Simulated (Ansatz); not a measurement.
Reaction (formal hydrolysis of the Si–S bond): `O[Si]S` + H₂O → `O[Si]O` + H₂S

Gas-phase electronic energies from Ansatz, PBE0-D4/def2-TZVP geometries. CCSD(T)/CBS is frozen-core, at the limit of the def2 triple- and quadruple-zeta sets. Functionals use def2-TZVPP. HSE06 is defined as in plane-wave codes. Each species was taken in one conformer, which may not be the lowest.

```json
{"level": "revPBE-D4", "ΔE (kcal/mol)": "-9.4", "difference from CCSD(T)/CBS": "3.5"}
{"level": "ωB97M-V", "ΔE (kcal/mol)": "-14.0", "difference from CCSD(T)/CBS": "-1.1"}
{"level": "r2SCAN", "ΔE (kcal/mol)": "-12.8", "difference from CCSD(T)/CBS": "0.1"}
{"level": "r2SCAN0", "ΔE (kcal/mol)": "-13.0", "difference from CCSD(T)/CBS": "-0.1"}
{"level": "HSE06", "ΔE (kcal/mol)": "-11.4", "difference from CCSD(T)/CBS": "1.5"}
{"level": "LC-ωPBE", "ΔE (kcal/mol)": "-14.4", "difference from CCSD(T)/CBS": "-1.5"}
{"level": "CCSD/def2-SVP", "ΔE (kcal/mol)": "-14.7", "difference from CCSD(T)/CBS": "-1.8"}
{"level": "CCSD(T)/def2-SVP", "ΔE (kcal/mol)": "-14.3", "difference from CCSD(T)/CBS": "-1.4"}
{"level": "HF/def2-TZVPP", "ΔE (kcal/mol)": "-16.6", "difference from CCSD(T)/CBS": "-3.7"}
{"level": "MP2/def2-TZVPP", "ΔE (kcal/mol)": "-13.5", "difference from CCSD(T)/CBS": "-0.6"}
{"level": "SCS-MP2/def2-TZVPP", "ΔE (kcal/mol)": "-14.5", "difference from CCSD(T)/CBS": "-1.6"}
{"level": "HF/def2-QZVPP", "ΔE (kcal/mol)": "-16.9", "difference from CCSD(T)/CBS": "-4.0"}
{"level": "SCS-MP2/def2-QZVPP", "ΔE (kcal/mol)": "-14.0", "difference from CCSD(T)/CBS": "-1.1"}
{"level": "CCSD(T)/def2-QZVPP", "ΔE (kcal/mol)": "-13.4", "difference from CCSD(T)/CBS": "-0.5"}
{"level": "MP2/CBS(def2)", "ΔE (kcal/mol)": "-12.4", "difference from CCSD(T)/CBS": "0.5"}
{"level": "CCSD/CBS(def2)", "ΔE (kcal/mol)": "-13.8", "difference from CCSD(T)/CBS": "-0.9"}
{"level": "CCSD(T)/CBS", "ΔE (kcal/mol)": "-12.9", "difference from CCSD(T)/CBS": "0"}
```

**Question.** What do rigid-rotor, harmonic-oscillator terms from PBE0-D4/def2-TZVP frequencies (298.15 K, 1 bar) make of the CCSD(T)/CBS value? (An estimate is asked.)

**Answer.** Computed: ΔZPE = -0.9 kcal/mol, ΔH = -14.2 kcal/mol, ΔS = -2 J/(mol·K), ΔG = -14.0 kcal/mol.

Largest T1 diagnostic among the species: 0.015.

From BLYP to BHLYP (50 % exact exchange), in def2-TZVPP and without D4, ΔE moves by −1.8 kcal/mol. Leaving LDA and LC-ωPBE aside and taking each functional with its dispersion term where it has one, the values, not all of them listed here, spread over 6.0 kcal/mol, from CAM-B3LYP-D4 to revPBE-D4. LDA lies −1.5 kcal/mol from PBE without D4. At CCSD(T), def2-SVP lies −1.4 kcal/mol from the extrapolated value and def2-TZVPP −1.0 kcal/mol.
